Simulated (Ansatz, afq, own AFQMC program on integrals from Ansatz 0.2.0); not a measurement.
**BeLi⁻, singlet: AFQMC among the cluster methods**

```xyz
2

Li    0.0000    0.0000    0.0000
Be    0.0000    0.0000    2.9360
```

Basis aug-cc-pVDZ. Noble-gas cores (and the filled d shells of Ga–Kr and In–Xe) are frozen. Integrals, coupled cluster, full CI and functionals: Ansatz 0.2.0; the random walks run on the same integrals in our own AFQMC program. The CISD trial takes its coefficients from CCSD amplitudes. Released means that phaseless walkers are propagated on without the constraint, phases kept. ± is one standard error of the sampling.

Determinant: RHF, the one that the program's search chose, which needn't be the lowest solution. The geometry is a point of a scan.

Full CI on the same integrals is exact in this basis and with this determinant's frozen core.

Cautions: restricted determinant unstable towards unrestricted (UHF 550 meV lower, ⟨S²⟩ 0.92); strong correlation (T1 0.067, weight of the determinant 0.77, largest double 0.19).

```
T1 diagnostic                               : 0.0675
weight of the determinant in the CISD state : 0.775
size of the correlated space                : 4 electrons in 44 orbitals
```

```tsv
level	correlation energy (eV)
MP2	-1.4393
CCSD	-2.1662
CCSD(T)	-2.2762
```

**Question.** Estimate where AFQMC with the constraint released lies against CCSD(T) on the same integrals.

**Answer.** 2.4 ± 1.0 kJ/mol below CCSD(T).

Reference: full CI, correlation energy -2.318 eV. The released energy is read at 2.40 1/Eh (meV from the phaseless value at times in 1/Eh: -7 ± 8 at 0.24, -17 ± 10 at 0.51, -28 ± 8 at 0.99, -37 ± 9 at 1.62, -24 ± 10 at 2.40). The cautions show a poor starting determinant, so the rows tell how each method copes with it here, and full CI is the sure value.

```json
{"level": "CCSD(T)", "E − E(reference) (kJ/mol)": "4.0", "share of correlation (%)": "98.19"}
{"level": "CCSDT", "E − E(reference) (kJ/mol)": "1.1", "share of correlation (%)": "99.50"}
{"level": "CCSDT(Q)", "E − E(reference) (kJ/mol)": "0.2", "share of correlation (%)": "99.90"}
{"level": "ph-AFQMC/CISD", "E − E(reference) (kJ/mol)": "4.0 ± 0.8", "share of correlation (%)": "98.22"}
{"level": "released AFQMC", "E − E(reference) (kJ/mol)": "1.6 ± 1.0", "share of correlation (%)": "99.28"}
```

CCSDT and higher add their correlation energy to the determinant of the CCSD(T) run, since their own runs factorise the integrals more tightly (a shift of under 2 meV). A walk keeps the symmetry of its determinant, which the program's search chose and which needn't be the lowest solution, so a lower state of the same spin and another symmetry isn't excluded. Released energies are given only where the last usable release times agree within the noise; a slower fall can still hide under it.
